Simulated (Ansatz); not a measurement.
One change: `N/C(F)=C\O` becomes `NC(N)=CO`.

Ansatz, PBE0-D4/def2-TZVP geometries, multiplicity 1. Each molecule was computed in one conformer, which needn't be the lowest.

```json
{"property": "HOMO–LUMO gap (PBE/def2-TZVPP) / eV", "`N/C(F)=C\\O`": "4.99"}
{"property": "size of the dipole moment (PBE/def2-TZVPP) / D", "`N/C(F)=C\\O`": "2.08"}
{"property": "HOMO energy (PBE0/def2-TZVPP) / eV", "`N/C(F)=C\\O`": "-6.37"}
{"property": "size of the dipole moment (B3LYP/def2-TZVPP) / D", "`N/C(F)=C\\O`": "2.08"}
{"property": "size of the dipole moment (ωB97M-V/def2-TZVPP) / D", "`N/C(F)=C\\O`": "2.09"}
{"property": "HOMO–LUMO gap (B3LYP/def2-TZVPP) / eV", "`N/C(F)=C\\O`": "6.54"}
```

What does the change do to each property? (Estimate.)

Ansatz gave: 
```csv
property,`NC(N)=CO`,shift
HOMO–LUMO gap (PBE/def2-TZVPP) / eV,4.16,-0.83
size of the dipole moment (PBE/def2-TZVPP) / D,0.91,-1.17
HOMO energy (PBE0/def2-TZVPP) / eV,-5.25,1.12
size of the dipole moment (B3LYP/def2-TZVPP) / D,0.92,-1.16
size of the dipole moment (ωB97M-V/def2-TZVPP) / D,0.94,-1.15
HOMO–LUMO gap (B3LYP/def2-TZVPP) / eV,5.64,-0.90
```

With PBE0 the HOMO rises by 1.12 eV and the LUMO rises by 0.19 eV, so the gap narrows by about 0.93 eV. PBE moves the HOMO by 1.01 eV and ωB97M-V by 1.15 eV. Dipoles are sizes alone; their direction can turn.

B3LYP here is the variant with VWN-RPA as its local correlation; programs differ in this.
